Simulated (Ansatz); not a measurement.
in.yaml

```yaml
crystal:
  periodic: [false, false, false]
  atoms:
    - {symbol: B, position_ang: [0.000000, 0.000000, 0.000000]}
    - {symbol: O, position_ang: [0.000000, 0.000000, 2.192000]}
basis:
  gaussian: {orbitals: 6-31G}
magnetization: {spin_polarized: false, initial_magnetization: 3}
correlation: {method: fci, electrons: outside_noble_gas}
```

```sh
$ ansatz run in.yaml --threads 1 --pin off --events-out ev --progress --plain --max-ram 2393MiB
```

Log:

```
336 factors; integrals over basis functions are off by at most 4.1e-8 eV
mean field evaluation 1: about -2700.1067 eV, gradient 8.7e0 eV
mean field evaluation 2: about -2700.1079 eV, gradient 8.7e0 eV
mean field evaluation 4: about -2701.4677 eV, gradient 2.5e0 eV
mean field evaluation 8: about -2701.6483 eV, gradient 4.3e-1 eV
mean field evaluation 16: about -2701.6618 eV, gradient 1.4e-1 eV
mean field evaluation 32: about -2701.7173 eV, gradient 1.4e-2 eV
mean field evaluation 64: about -2692.4177 eV, gradient 4.0e1 eV
mean field evaluation 96: about -2701.6503 eV, gradient 4.6e-4 eV
mean field evaluation 128: about -2701.7173 eV, gradient 2.0e-3 eV
mean field evaluation 160: about -2701.7169 eV, gradient 1.5e-1 eV
mean field evaluation 192: about -2701.6151 eV, gradient 1.9e-3 eV
mean field evaluation 224: about -2700.6441 eV, gradient 4.4e0 eV
mean field evaluation 256: about -2701.6507 eV, gradient 1.4e-1 eV
mean field -2701.71726327 eV, -99.2862781356 hartree, gradient 1.1e-6 eV, S^2 3.750000; 17 other end points of the search recorded, 0 dependent functions left out
mean field evaluation 288: about -2701.9204 eV, gradient 1.1e-1 eV
mean field evaluation 320: about -2701.7282 eV, gradient 3.8e0 eV
determinant -2701.71726327 eV, -99.2862781356 hartree, with singles and doubles -2704.82943753 eV, -99.4006484298 hartree
determinant -2701.65032831 eV, -99.2838183210 hartree, with singles and doubles -2704.75324324 eV, -99.3978483413 hartree
determinant -2701.71726327 eV, -99.2862781356 hartree, with singles and doubles -2704.84732753 eV, -99.4013058754 hartree
determinant -2701.65032831 eV, -99.2838183210 hartree, with singles and doubles -2704.76285813 eV, -99.3982016820 hartree
2 core orbitals not correlated: weight in the atoms' cores, before any rotation towards them, 1.000 or more for the frozen orbitals, at most 0.000 for the correlated occupied ones
reference -2701.71726327 eV, -99.2862781356 hartree; 6, 3 occupied and 10, 13 virtual orbitals, 336 factors
state -2704.99108403 eV, -99.4065888293 hartree
Total energy: -2704.99108403 eV, -99.4065888293 hartree
```

Ran on 1 thread of Arm Neoverse V2, shared host: 25 s wall, 0.24 GiB peak host memory.
